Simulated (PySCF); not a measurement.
## How well do the runs reproduce experiment for thiazole?

**The experiment to reproduce.**

From NIST CCCBDB Release 22 (SRD 101), experimental dipoles, for the gas: dipole moment (microwave Stark effect) 1.62 D.

How close the calculation comes is told at the end.

Compound: thiazole, C₃H₃NS.
Numbering: `[cH:1]1[cH:2][s:3][cH:4][n:5]1` (hydrogens: H6 on C1; H7 on C2; H8 on C4)

Geometry (PBE0-D3(BJ)/def2-TZVP, Å), atoms numbered from 1 in this order:
```xyz
8
C3H3NS angstrom
C      0.6031    0.9281    0.4938
C      1.0522   -0.3169    0.8126
S     -0.2302   -1.4331    0.6881
C     -1.2740   -0.1547    0.2193
N     -0.7157    1.0136    0.1586
H      1.2114    1.8227    0.4914
H      2.0445   -0.6214    1.1052
H     -2.3165   -0.3397   -0.0030
```

The PySCF runs (gas phase, on this PBE0-D3(BJ)/def2-TZVP geometry; no spin–orbit coupling):

| level | job | basis functions | wall time |
| --- | --- | --- | --- |
| PBE0-D3(BJ)/def2-TZVP, grid level 2 | geometry optimisation from a GFN2-xTB start shaken at random | 179 | 64 s |
| B97-2/pcSseg-2 | shieldings, ring-centre shieldings | 229 | 16 s |
| KT3/pcSseg-2 | shieldings, ring-centre shieldings | 229 | 25 s |
| PBE0/pcSseg-2 | shieldings, ring-centre shieldings, charges and field gradients, density and orbital grids written | 229 | 21 s |
| wB97X-D/pcSseg-2 | shieldings, ring-centre shieldings | 229 | 21 s |
| CAM-B3LYP/aug-cc-pVTZ | 10 singlets by full TDDFT, 4 Tamm–Dancoff triplets, polarisability | 303 | 37 s |
| PBE0/aug-cc-pVTZ | 10 singlets by full TDDFT, 4 Tamm–Dancoff triplets, polarisability, dynamic polarisability, density and orbital grids written | 303 | 38 s |
| wB97X-D/aug-cc-pVTZ | 10 singlets by full TDDFT, 4 Tamm–Dancoff triplets, polarisability, ΔSCF ions | 303 | 2.5 min |

Hardware: one thread of an Arm Neoverse V1, shared host.

Results beside the measurements:

**Dipole moment.** Measured: 1.62 D (NIST CCCBDB Release 22 (SRD 101), experimental dipoles).

```
                level  computed (D)  computed − measured (D)  % (from the printed values)
PBE0-D3(BJ)/def2-TZVP          1.59                    -0.03                           -2
       B97-2/pcSseg-2          1.59                    -0.03                           -2
         KT3/pcSseg-2          1.48                    -0.14                           -9
        PBE0/pcSseg-2          1.62                     0.00                            0
     wB97X-D/pcSseg-2          1.66                    +0.04                           +2
CAM-B3LYP/aug-cc-pVTZ          1.70                    +0.08                           +5
     PBE0/aug-cc-pVTZ          1.60                    -0.02                           -1
  wB97X-D/aug-cc-pVTZ          1.65                    +0.03                           +2
```

Closest is PBE0/pcSseg-2 (0.00 D), furthest KT3/pcSseg-2 (-0.14 D); one molecule doesn't rank methods. The computed dipoles belong to one fixed geometry; measured ones are averaged over vibrations unless marked μe. Magnitudes are compared, not signs.

No measured geometry was used, and the causes of the misses weren't examined.
